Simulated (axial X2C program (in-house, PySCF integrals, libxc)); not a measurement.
NO⁺: computed against measured constants

Computed with an in-house all-electron X2C program for linear molecules (integrals from PySCF). Spin-free means the one-electron spin-free X2C Hamiltonian; two-component (2c) means X2C with spin–orbit coupling and atomic mean-field two-electron Coulomb and Gaunt terms, so the difference of the two also holds small scalar two-electron terms. Basis: O dyall-av3z [7s6p3d2f], N dyall-av3z [7s7p3d2f] (cores contracted in-house); Gaussian nuclei, density fitting, unrestricted open shells. Masses: O 15.995 u, N 14.003 u.

```
Hamiltonian    level  Re (Å)  ωe (cm⁻¹)  ωexe (cm⁻¹)  De (eV)
  spin-free     PBE0   1.054     2523.9         13.6    10.92
  spin-free       HF   1.026     2839.8         12.1     5.41
  spin-free      MP2   1.082     2158.4           22    11.14
  spin-free     CCSD   1.060     2466.3         14.1    10.10
  spin-free  CCSD(T)   1.068     2357.2           16    10.54
  spin-free   r2SCAN   1.059     2449.3         14.3    10.73
  spin-free    PBE50   1.040     2668.6         12.9     9.92
  spin-free    B97-3   1.054     2521.8         13.7    11.09
         2c     PBE0   1.054     2524.1         13.6    10.93
         2c       HF   1.026     2839.9         12.1     5.42
         2c     CCSD   1.060     2466.5         14.2    10.10
         2c  CCSD(T)   1.068     2357.6           16    10.54
         2c   r2SCAN   1.059     2449.5         14.3    10.73
         2c    PBE50   1.040     2668.8         12.9     9.92
         2c    B97-3   1.054     2522.0         13.7    11.09
```

De refers to O+ + N.

Correlated methods: 10 electrons correlated (number of frozen shells: O 1 s; N 1 s), 198 virtual spin orbitals or spinors in MP2, 104 natural virtuals in coupled cluster.

Measured (Huber and Herzberg, Constants of Diatomic Molecules, 1979; state 1Σ+): Re (Å) 1.06322, ωe (cm⁻¹) 2376.42, ωexe (cm⁻¹) 16.262.

Problem. Work out the error of each level, computed minus measured.

Solution. 

| Hamiltonian | level | Re (Å) | ωe (cm⁻¹) | ωexe (cm⁻¹) |
| --- | --- | --- | --- | --- |
| spin-free | PBE0 | -0.009 | 147.5 | -2.66 |
| spin-free | HF | -0.037 | 463.4 | -4.16 |
| spin-free | MP2 | 0.019 | -218.0 | 5.74 |
| spin-free | CCSD | -0.003 | 89.9 | -2.16 |
| spin-free | CCSD(T) | 0.005 | -19.2 | -0.26 |
| spin-free | r2SCAN | -0.004 | 72.9 | -1.96 |
| spin-free | PBE50 | -0.023 | 292.2 | -3.36 |
| spin-free | B97-3 | -0.009 | 145.4 | -2.56 |
| 2c | PBE0 | -0.009 | 147.7 | -2.66 |
| 2c | HF | -0.037 | 463.5 | -4.16 |
| 2c | CCSD | -0.003 | 90.1 | -2.06 |
| 2c | CCSD(T) | 0.005 | -18.8 | -0.26 |
| 2c | r2SCAN | -0.004 | 73.1 | -1.96 |
| 2c | PBE50 | -0.023 | 292.4 | -3.36 |
| 2c | B97-3 | -0.009 | 145.6 | -2.56 |

The state is a single determinant with fixed occupations, the lowest that a limited PBE0 search found. Closed shells are restricted here (equal orbitals for both partners); the stretched side of such a curve lies too high. De is counted from the lowest determinant-based energies of the atoms at the same level, without counterpoise correction. CCSD and (T) use frozen natural virtuals with an MP2 correction for the truncation; (T) itself is uncorrected, so its De runs slightly low.
